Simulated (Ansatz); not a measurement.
Born–Oppenheimer molecular dynamics of AlH4 (5 atoms, charge 0, multiplicity 2). It starts at the highest image of a converged band, a first-order saddle point between two minima.

Theory: UKS PBE0-D4/def2-TZVP in Ansatz.

- ensemble: NVE (velocity Verlet)
- time step: 0.5 fs
- steps asked: 200
- starting velocities drawn for: 100 K
- seed: 2959

First frame:

```xyz
5
Properties=species:S:1:pos:R:3
Al -0.001 0.000 -0.045
H -0.003 0.000 1.574
H 1.379 0.000 -0.828
H -1.378 0.000 -0.832
H 0.003 0.000 3.150
```

(1) How far do the bonds stretch over the last three quarters of this one trajectory? (Pairs bonded in most of those frames.)

Results:

(1) 
```
  bond  mean (Å)  spread (Å)  shortest  longest
Al1–H3     1.603       0.015      1.58     1.62
Al1–H4     1.605       0.035      1.55     1.65
```

Mean temperature of the second half: 1429 K. The conserved energy wandered by up to 6.2 meV per atom (net -6.2 meV per atom), which is poor conservation. The kinetic energy rose, since the run started high on the potential surface and went downhill. It ends in pieces (AlH2 + H2), so much of that is their flight and rotation, not heat. A run of 0.1 ps of so small a system gives no equilibrium averages.

Run time: 2.2 min on 2 threads of Arm Neoverse V2, on a shared host, peak memory 0.11 GiB.
